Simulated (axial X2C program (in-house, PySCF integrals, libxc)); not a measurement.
Potential curves of NaMg⁺, two-component

All values were computed with an in-house all-electron X2C program for linear molecules (integrals from PySCF). Two-component (2c) means X2C with spin–orbit coupling and atomic mean-field two-electron Coulomb and Gaunt terms. Basis: Mg dyall-cv3z [9s8p6d3f], Na dyall-cv3z [9s8p5d2f] (cores contracted in-house); Gaussian nuclei, density fitting, unrestricted open shells. Masses: Mg 23.985 u, Na 22.990 u.

State: Ω = 0 (closed shell). Energies in cm⁻¹ from the fragments at the same level (Mg + Na+). Fits are polynomials in 1 − R0/R over 0.85 to 1.23 times the lowest point R0.

| R (Å) | PBE0 |
| --- | --- |
| 2.7892 | -4240 |
| 2.9175 | -4823 |
| 3.0136 | -5076 |
| 3.1098 | -5207 |
| 3.2060 | -5241 |
| 3.3182 | -5186 |
| 3.4304 | -5055 |
| 3.5747 | -4809 |
| 3.7510 | -4436 |
| 4.0075 | -3835 |

The state is one determinant whose occupation by symmetry is held fixed; it was picked as the lowest of a PBE0 search that is not exhaustive. De is counted from the lowest determinant-based energies of the atoms at the same level, without counterpoise correction.

(1) What are Re, ωe and De at the PBE0 level?

Answers

(1) At PBE0, 2c: Re = 3.197 Å, ωe ≈ 155 cm⁻¹, De = 0.65 eV to Mg + Na+; Be follows as 0.141 cm⁻¹.
